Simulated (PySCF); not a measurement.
**AlOF + H₂O → AlO(OH) + HF**

Level: PBE0 in the def2-TZVP basis family, all electrons, no relativity, computed in PySCF with density fitting; open shells unrestricted.

```csv
species,state and structure,ZPE (kJ/mol),H(298 K) − H(0) (kJ/mol),S° (J/(mol K))
AlOF,"singlet, C∞v, Al–F 1.631 Å, Al–O 1.593 Å; F–Al–O 180.0°",14.1,11.8,245.3
H₂O,"singlet, C2v, O–H 0.960 Å (×2); H–O–H 105.1°",56.5,9.9,188.7
AlO(OH),"singlet, Cs, Al–O 1.595 Å, Al–O 1.666 Å, O–H 0.954 Å; Al–O–H 132.2°, O–Al–O 177.5°",41.0,13.7,263.7
HF,"singlet, C∞v, H–F 0.920 Å",24.9,8.7,173.6
```

(1) Is the gas-phase reaction uphill or downhill in electronic energy at this level, and by how much?

(2) Add zero-point, thermal and entropy terms for 298.15 K and 1 bar.

Results:

(1) At PBE0/def2-TZVP, ΔE = 37.9 kJ/mol, uphill. 

(2) ΔZPE = -4.7 and Δ[H(298) − H(0)] = 0.7 kJ/mol give ΔH° = 33.9 kJ/mol. ΔS° = 3.3 J/(mol K), so ΔG° = 33.9 − 298.15 × (0.0033) = 33 kJ/mol and log₁₀K = -5.8.

Only the bonding shown was studied: isomers, or loss of a ligand pair, can lie lower.
